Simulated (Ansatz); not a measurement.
System: SrBiO2Cl (Cmcm, No. 63; cell taken from a computed entry). Method: PBE0 (Ansatz, a first-principles code, PAW).

Settings: plane-wave cutoff 460 eV, 4×4×4 k mesh, Fermi–Dirac smearing 0.01 eV, scalar-relativistic PAW data made under PBE.

Cell (relaxed with PBEsol):

Space group Cmcm (No. 63); a = 5.6893 Å, b = 12.2938 Å, c = 5.5884 Å, α = β = γ = 90.00°

```tsv
atom	site	symmetry	x	y	z
Sr	4c	m2m	0.0000	0.1098	0.2500
Bi	4c	m2m	0.0000	0.4165	0.2500
Cl	4c	m2m	0.0000	0.2443	0.7500
O	8e	2..	0.2644	0.0000	0.0000
```
(The calculation used a cell of 10 atoms; values per cell refer to that cell.)

Question: Give the computed band gap, smallest direct gap on the k points sampled and direct gap at Γ.

Answer: 
band gap: 5.24 eV
smallest direct gap on the k points sampled: 5.39 eV
direct gap at Γ: 6.14 eV

Note: cell and atoms aren't relaxed at this level (pressure 0.5 GPa); this cell isn't known to be the ambient phase, and symmetry holds it in the calculation.

Spin–orbit coupling is not included; with these elements it can move the gap by several tenths of an eV or more.
